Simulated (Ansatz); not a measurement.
Results of r²SCAN in Ansatz (plane waves, PAW) for rock-salt MgS.

Run with plane-wave cutoff 560 eV, 12×12×12 k mesh, Fermi–Dirac smearing 0.01 eV, scalar-relativistic PAW data made under PBE.

Cell (relaxed at this level):

```
CELL_PARAMETERS angstrom
      0.00000     2.60149     2.60149
      2.60149     0.00000     2.60149
      2.60149     2.60149     0.00000
ATOMIC_POSITIONS crystal
  Mg 0.00000 0.00000 0.00000
  S  0.50000 0.50000 0.50000
```

**Question.** Give the computed pressure derivative B′ of the bulk modulus, bulk modulus B0, band gap and smallest direct gap on the k points sampled.

**Answer.** 
* **pressure derivative B′ of the bulk modulus**: 4.0
* **bulk modulus B0**: 79.8 GPa
* **band gap**: 3.46 eV (indirect)
* **smallest direct gap on the k points sampled**: 4.64 eV

Measured, for comparison: bulk modulus 81 GPa (corrected for zero-point motion; as tabulated in Goldzak et al. (2022), arXiv:2208.04865). Computed (rounded) less measured: bulk modulus -1 %.

It cost very roughly 40 core-seconds of CPU time.

Ansatz is an electronic-structure program.
